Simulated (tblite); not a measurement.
Species: difluorophosphane, F2HP.
Z-matrix (Å and degrees, GFN2-xTB geometry), rows numbered from 1:
```
F 
P   1  1.6166
F   2  1.6164  1   94.75
H   2  1.4181  1   92.59  3    92.81
```

Level: GFN2-xTB in tblite, geometry and Hessian alike; calculated harmonic values, unscaled, isolated species. This tight-binding method is rough: wavenumbers can miss measured ones by several per cent, in bad cases by 10 to 20. Modes of hydrogen on phosphorus can be 10 to 20 % off.

Question: How many normal modes are there?

Answer: 4 atoms, non-linear: 3N − 6 = 6.

Question: What is the point group of the computed structure, and how do the modes divide by symmetry?

Answer: Cs. The vibrations span 4 a′ + 2 a″.

Question: How many distinct wavenumbers does the calculation give?

Answer: 6: Cs has no degenerate species.

Question: How many fundamentals are allowed in the infrared by symmetry?

Answer: 6 of 6: in Cs every mode is allowed. All fundamentals are allowed in the Raman spectrum.

Question: What zero-point energy do the modes add up to?

Answer: ½Σν̃ = 2926 cm⁻¹ = 8.4 kcal/mol (6 modes), 3.1 kcal/mol of it from above 1550 cm⁻¹.

Question: What thermal excitation has the softest real mode at 298.15 K?

Answer: θ = hcν̃/k = 463 K for 321.9 cm⁻¹, so N1/N0 = 0.21 and ⟨v⟩ = 1/(exp(θ/T) − 1) = 0.27.
